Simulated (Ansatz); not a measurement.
# AlSiH₃ (triplet): the correlation ladder at distance Al1–H4 along a hydrogen transfer = 2.068 Å, cc-pVDZ

The task here is to estimate one member of a computed series from the others.

Computed with Ansatz 0.2.0, Gaussian basis. Level: cc-pVDZ, core rule «outside noble gas», up to 10 orbitals frozen.

Plan: UHF; CCSD(T) on ROHF; CCSD(T) on UHF; BCCD(T) on ROHF; CISD; CCSDT(Q) on ROHF; CCSDT(Q) on UHF; CASSCF and MRCISD+Q, 4 electrons in 4 orbitals; CASSCF and NEVPT2, 4 electrons in 4 orbitals.

16 further runs of the same task are left out: 7 for a known fault of the program, 2 for a mislabelled method, 6 that didn't finish, 1 set aside as unsound or not needed.

### What is computed

The geometry derives from fragments relaxed apart (PBE0/def2-TZVP) and kept rigid, so it is no stationary point. A hydrogen atom is moved between rigid fragments.

5 atoms, charge 0, spin multiplicity 3.

Atoms are counted from 1 here; the program's logs count them from 0.

Bond lengths: Al1–H2 1.586 Å, Al1–H3 1.586 Å. Angles: H2–Al1–H3 120.0°.

As a file:

```xyz
5
AlH3Si
Al   -1.87942    0.00000    0.00000
H    -2.67234    1.37338    0.00000
H    -2.67234   -1.37338    0.00000
H     0.18858    0.00000    0.00000
Si    1.99058    0.00000    0.00000
```

Set-up of the first run:

Input file in.yaml:

```yaml
crystal:
  periodic: [false, false, false]
  atoms:
    - {symbol: Al, position_ang: [-1.879416, 0.000000, 0.000000]}
    - {symbol: H, position_ang: [-2.672339, 1.373384, 0.000000]}
    - {symbol: H, position_ang: [-2.672339, -1.373384, 0.000000]}
    - {symbol: H, position_ang: [0.188584, 0.000000, 0.000000]}
    - {symbol: Si, position_ang: [1.990584, 0.000000, 0.000000]}
basis:
  gaussian: {orbitals: cc-pVDZ}
magnetization: {spin_polarized: true, initial_magnetization: 2}
hamiltonian: {xc: hf}
output: {orbitals: {seedname: orbitals}}
```

Started as:

```bash
ansatz run in.yaml --threads 1 --pin off --events-out ev --progress --plain --max-ram 2393MiB
```

Steps of the session up to this table: UHF; CCSD(T) on ROHF; CCSD(T) on UHF; BCCD(T) on ROHF; CISD; CCSDT(Q) on ROHF; CCSDT(Q) on UHF; CASSCF and MRCISD+Q, 4 electrons in 4 orbitals; CASSCF and NEVPT2, 4 electrons in 4 orbitals.

One of the session's tables, all rows but one given; the rest of the session is left out.

| method | from UCCSDT(Q) (kJ/mol) |
| --- | --- |
| ROHF | +484.7 |
| UHF | +471.7 |
| RMP2 | +125.0 |
| UMP2 | +125.3 |
| CISD | +52.3 |
| RCCSD | +15.3 |
| UCCSD | ? |
| RCCSD(T) | +4.2 |
| UCCSD(T) | +4.2 |
| BCCD(T) | +4.2 |
| RCCSDT | +0.6 |
| UCCSDT | +0.6 |
| RCCSDT(Q) | 0.0 |
| UCCSDT(Q) | 0 |
| CASSCF pair | +439.5 |
| NEVPT2 pair | +125.5 |
| MRCISD pair | +44.8 |
| MRCISD+Q pair | +0.1 |

**Question.** Estimate the row for UCCSD.

**Answer.** from UCCSDT(Q) (kJ/mol): +15.0. In the column «from UCCSDT(Q) (kJ/mol)» it lies between BCCD(T) (+4.2) and RCCSD (+15.3).

Limits of these values: Restricted and unrestricted rows rest on different reference determinants; where their highest levels disagree by more than a few hundredths of an eV, they describe different states and don't form one ladder.
